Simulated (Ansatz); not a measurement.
# Naphthalene (C₁₀H₈): how energies converge with the basis set

How large a basis does naphthalene (C₁₀H₈) need? Two functionals are run in growing sets.

Computed with Ansatz 0.2.0, Gaussian basis. Level: one geometry, several basis sets.

The runs, in order: PBE0-D4/def2-SVP; ωB97M-V/def2-SVP; PBE0-D4/def2-QZVPP; ωB97M-V/def2-QZVPP; the functionals' def2-TZVPP values are taken from earlier runs.

## (1) The geometry

The geometry comes from an earlier relaxation with PBE0-D4 in a triple-zeta def2 set; it is a stationary point, not always the lowest conformer.

SMILES `c1ccc2ccccc2c1`, 18 atoms, charge 0, spin multiplicity 1.

Atoms are counted from 1 here; the program's logs count them from 0.

Bond lengths: C1–C2 1.408 Å, C1–C10 1.367 Å, C1–H11 1.084 Å, C2–C3 1.367 Å, C2–H12 1.084 Å, C3–C4 1.412 Å, C3–H13 1.085 Å, C4–C5 1.412 Å, C4–C9 1.421 Å, C5–C6 1.367 Å, C5–H14 1.085 Å, C6–C7 1.408 Å, C6–H15 1.084 Å, C7–C8 1.367 Å, C7–H16 1.084 Å, C8–C9 1.412 Å, C8–H17 1.085 Å, C9–C10 1.412 Å and more. Angles: C2–C1–C10 120.3°, C2–C1–H11 119.6°, C10–C1–H11 120.1°, C1–C2–C3 120.3°, C1–C2–H12 119.6°, C3–C2–H12 120.1°, C2–C3–C4 120.8°, C2–C3–H13 120.5°, C4–C3–H13 118.7°, C3–C4–C5 122.2°, C3–C4–C9 118.9°, C5–C4–C9 118.9°, C4–C5–C6 120.8°, C4–C5–H14 118.7°, C6–C5–H14 120.5°, C5–C6–C7 120.3°, C5–C6–H15 120.1°, C7–C6–H15 119.6° and more.

As a file:

| atom | x (Å) | y (Å) | z (Å) |
| --- | --- | --- | --- |
| C1 | 1.5024 | -1.9802 | 0.3887 |
| C2 | 2.1701 | -1.1523 | -0.5344 |
| C3 | 1.5987 | 0.0185 | -0.9493 |
| C4 | 0.3349 | 0.4185 | -0.4630 |
| C5 | -0.2816 | 1.6212 | -0.8718 |
| C6 | -1.5066 | 1.9815 | -0.3829 |
| C7 | -2.1742 | 1.1535 | 0.5401 |
| C8 | -1.6028 | -0.0173 | 0.9550 |
| C9 | -0.3390 | -0.4172 | 0.4688 |
| C10 | 0.2775 | -1.6199 | 0.8776 |
| H11 | 1.9652 | -2.9062 | 0.7103 |
| H12 | 3.1408 | -1.4483 | -0.9151 |
| H13 | 2.1101 | 0.6588 | -1.6604 |
| H14 | 0.2357 | 2.2566 | -1.5830 |
| H15 | -1.9694 | 2.9074 | -0.7046 |
| H16 | -3.1451 | 1.4495 | 0.9208 |
| H17 | -2.1143 | -0.6576 | 1.6661 |
| H18 | -0.2398 | -2.2553 | 1.5889 |

## (2) PBE0-D4 in def2-SVP

in.yaml

```yaml
crystal:
  periodic: [false, false, false]
  atoms:
    - {symbol: C, position_ang: [1.502410, -1.980217, 0.388687]}
    - {symbol: C, position_ang: [2.170066, -1.152280, -0.534408]}
    - {symbol: C, position_ang: [1.598671, 0.018506, -0.949266]}
    - {symbol: C, position_ang: [0.334871, 0.418474, -0.462972]}
    - {symbol: C, position_ang: [-0.281592, 1.621184, -0.871759]}
    - {symbol: C, position_ang: [-1.506575, 1.981473, -0.382937]}
    - {symbol: C, position_ang: [-2.174239, 1.153525, 0.540142]}
    - {symbol: C, position_ang: [-1.602843, -0.017260, 0.954999]}
    - {symbol: C, position_ang: [-0.339009, -0.417182, 0.468760]}
    - {symbol: C, position_ang: [0.277454, -1.619891, 0.877552]}
    - {symbol: H, position_ang: [1.965218, -2.906156, 0.710316]}
    - {symbol: H, position_ang: [3.140848, -1.448297, -0.915139]}
    - {symbol: H, position_ang: [2.110138, 0.658772, -1.660414]}
    - {symbol: H, position_ang: [0.235674, 2.256621, -1.583045]}
    - {symbol: H, position_ang: [-1.969409, 2.907391, -0.704595]}
    - {symbol: H, position_ang: [-3.145056, 1.449507, 0.920810]}
    - {symbol: H, position_ang: [-2.114342, -0.657574, 1.666081]}
    - {symbol: H, position_ang: [-0.239784, -2.255294, 1.588888]}
basis:
  gaussian: {orbitals: def2-SVP}
hamiltonian: {xc: pbe0, dispersion: d4}
output: {orbitals: {seedname: orbitals}}
```

The run is started by

```console
> ansatz run in.yaml --threads 2 --pin off --events-out ev --progress --plain --max-ram 22528MiB --backend cpu
```

The runs that follow: ωB97M-V in def2-SVP; PBE0-D4 in def2-QZVPP; ωB97M-V in def2-QZVPP.

**Question.** What will the summary of the whole plan be? Wanted: PBE0-D4: double and triple zeta above quadruple; ωB97M-V: double and triple zeta above quadruple.

As calculated:

| quantity | value |
| --- | --- |
| PBE0-D4: double and triple zeta above quadruple | 11.53, 0.53 eV |
| ωB97M-V: double and triple zeta above quadruple | 11.95, 0.49 eV |

In words: For PBE0-D4 the step from double to triple zeta gains 11.00 eV and the next only 0.53 eV. Total energies overstate the basis error of differences, where much of it tends to cancel.
